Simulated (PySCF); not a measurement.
Gas-phase reaction: BF(OH)2 + HF + BHF2 → 2 BF2OH + 2 H

Method: PySCF energies plus ideal-gas RRHO corrections (1 bar). † marks an energy on the PBE0/def2-TZVP geometry and frequencies. CCSD(T) freezes the core. Open shells (unrestricted): H (multiplicity 2); the rest are closed-shell singlets. BF(OH)2, BF2OH: computed as isolated molecules; such fragments, hydroxides, amides, oligomers or adducts are transient or little studied in the gas. CCSD(T) isn't extrapolated to the basis-set limit.

PBE0/def2-SVP† gives ΔH°(298 K) = 251 kJ.

Question: What do PBE/def2-TZVP†, CCSD(T)/def2-SVP†, M06-2X/def2-TZVP† give?

Answer: PBE/def2-TZVP†: 279 kJ; CCSD(T)/def2-SVP†: 261 kJ; M06-2X/def2-TZVP†: 281 kJ. For scale, ΔH°(298 K) is 251 kJ at this level, 290 kJ at ωB97M-V/def2-TZVP†, and runs from 150 to 389 kJ over the 20 levels computed.
